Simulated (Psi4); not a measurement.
Process, species as SMILES: C=CF + 3 [H][H] (H2) → 2 C (CH4) + F (HF)
B3LYP-D3(BJ)/def2-TZVP geometries, fixed; electronic energies without zero-point terms.

Effect of the grid (radial, spherical points) at M06-2X/cc-pVTZ with Psi4, against the last row, where the energy of full hydrogenation is -76.75 kcal/mol. Cost is core time over that of grid: 35, 110, rough, on shared machines of one kind.

```tsv
setting	grid points, largest species	largest shift of a total energy (mEh)	shift of the energy of full hydrogenation (kcal/mol)	cost
grid: 35, 110	22559	1.398	0.108	1×
grid: 50, 194	56871	0.044	-0.051	1×
grid: 75, 302	130595	-0.013	-0.016	2×
grid: 99, 590	335331	0.001	0.001	5×
grid: 150, 974	834713	0.000	0.000	10×
```

Within 0.1 kcal/mol in the energy of full hydrogenation: grid: 50, 194; grid: 75, 302; grid: 99, 590. The largest shift is 1.398 mEh in a total energy and 0.108 kcal/mol in the difference.
